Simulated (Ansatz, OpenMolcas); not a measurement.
**Computed against measured: atomisation enthalpy at 298 K**

6 molecules with open shells; the atomisation enthalpy at 298 K in kJ/mol, computed less measured. Shapes, held fixed at every level: PBE0-D4/def2-TZVP. Flexible molecules stand in one conformer, not always the lowest. Thermal terms are harmonic and unscaled (PBE0-D4/def2-TZVP); the spin-orbit lowering of the free atoms is taken from their spectra. Programs: Ansatz 0.2.0, OpenMolcas 26.06. Measured values: Active Thermochemical Tables.

Levels: A = HF/3-21G; B = BHLYP-D4/def2-TZVPP; C = MP2/def2-SVP; D = CCSD/def2-TZVPP.

```json
{"molecule": "N2H (dinitrogen monohydride)", "from tabulated heats": "913", "A": "-728", "B": "-62", "C": "-114", "D": "-88"}
{"molecule": "C2HO (ethynyloxy radical)", "from tabulated heats": "1723", "A": "-759", "B": "-98", "C": "-39", "D": "-113"}
{"molecule": "CH3 (methyl radical)", "from tabulated heats": "1224", "A": "-310", "B": "-10", "C": "-64", "D": "-32"}
{"molecule": "CH3O (hydroxymethyl radical)", "from tabulated heats": "1636", "A": "-642", "B": "-62", "C": "-85", "D": "-71"}
{"molecule": "N2H3 (hydrazinyl radical)", "from tabulated heats": "1374", "A": "-811", "B": "-48", "C": "-154", "D": "-94"}
{"molecule": "C2H3O (acetyl radical)", "from tabulated heats": "2347", "A": "-879", "B": "-95", "C": "-63", "D": "-113"}
```

Q: Which level does best on this set, which worst, and which err to one side?

A: 
| level | kind | mean error | mean absolute error | worst case |
| --- | --- | --- | --- | --- |
| HF/3-21G | Hartree–Fock | -688.2 | 688.2 | C2H3O |
| BHLYP-D4/def2-TZVPP | global hybrid | -62.5 | 62.5 | C2HO |
| MP2/def2-SVP | perturbation theory | -86.5 | 86.5 | N2H3 |
| CCSD/def2-TZVPP | coupled cluster or CI | -85.2 | 85.2 | C2HO |

On this set BHLYP-D4/def2-TZVPP has the smallest mean absolute error and HF/3-21G the largest. HF/3-21G is too low in 6 of 6; BHLYP-D4/def2-TZVPP is too low in 6 of 6; MP2/def2-SVP is too low in 6 of 6; CCSD/def2-TZVPP is too low in 6 of 6. Heats of the atoms come from ATcT where it has them. The levels differ in basis as well as in method. Hartree–Fock lacks correlation and underbinds. Correlated wave functions converge slowly with the basis. CCSD also lacks the triples, which bind further. T1 is large for N2H (0.040), so single-reference values are less sure there. Spin contamination: N2H (⟨S²⟩ up to 0.87), C2HO (⟨S²⟩ up to 0.89). Open shells run unrestricted. The set is small.
